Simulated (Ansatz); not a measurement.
Results of r²SCAN in Ansatz (plane waves, PAW) for rutile MnF2.

Run with plane-wave cutoff 500 eV, 8×8×12 k mesh (along the axes of the cell as run), Fermi–Dirac smearing 0.05 eV, spin-polarised with opposed moments, scalar-relativistic PAW data made under PBE.

Cell (relaxed at this level):

```
MnF2
1.0
    4.86744     0.00000     0.00000
    0.00000     4.86744     0.00000
    0.00000     0.00000     3.29408
Mn F
2 4
Direct
  0.00000   0.00000   0.00000
  0.50000   0.50000   0.50000
  0.30378   0.30378   0.00000
  0.80378   0.19622   0.50000
  0.19622   0.80378   0.50000
  0.69622   0.69622   0.00000
```

What does this level give for the magnetic moment (largest site, within a sphere) and band gap?


- magnetic moment (largest site, within a sphere): 4.22 μB
- band gap: 3.00 eV (on the SCF k mesh)

Measured, for comparison: band gap 9.9 eV (temperature not stated, no zero-point or thermal correction, the source doubts the polymorph; as tabulated in Das and Bazhirov (2019), arXiv:1808.05325). Computed (rounded) less measured: band gap not scored (a reference that its source doubts or gives as a wide range).

Moments are spin moments.

Computed values are for the static lattice.

Computing time: about 11 core-minutes (a rough figure).

Ansatz is a first-principles code.
